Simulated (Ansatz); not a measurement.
Gas-phase electronic energies from Ansatz, PBE0-D4/def2-TZVP geometries. CCSD(T)/CBS is the MP2 limit (def2-TZVPP, def2-QZVPP) plus CCSD(T) − MP2 in def2-TZVPP, frozen cores. This one scheme is used for every species, atoms too. DFT in def2-TZVPP. No spin–orbit coupling; open shells (•) take unrestricted orbitals. Spin–orbit coupling would lower the free atoms: a little for Cl. One conformer a species, not always the lowest.

`OBCl` + Cl• → `O[B]Cl`• + HCl  (hydrogen abstraction from a B–H bond)

```csv
level,ΔE (kJ/mol)
PBE0-D4,9.0
r2SCAN,-0.1
```

(1) What does CCSD(T)/CBS give? (An estimate is asked.)

Largest T1 diagnostic among the species: 0.015.

## Answers

(1) Ansatz gave: +19.0 kJ/mol. The listed levels differ from it by -10.0, -19.1 kJ/mol.

From PBE to PBE0 (25 % exact exchange), in def2-TZVPP and without D4, ΔE moves by +10.1 kJ/mol. In def2-TZVPP, CCSD(T) changes the Hartree–Fock value by −28.2 kJ/mol (the triples alone add −5.1 kJ/mol) and MP2 by −39.1 kJ/mol.

CCSD(T)/CBS has its own doubt, a few kJ/mol and more with outer-core shells, so smaller differences from it don't rank the levels.
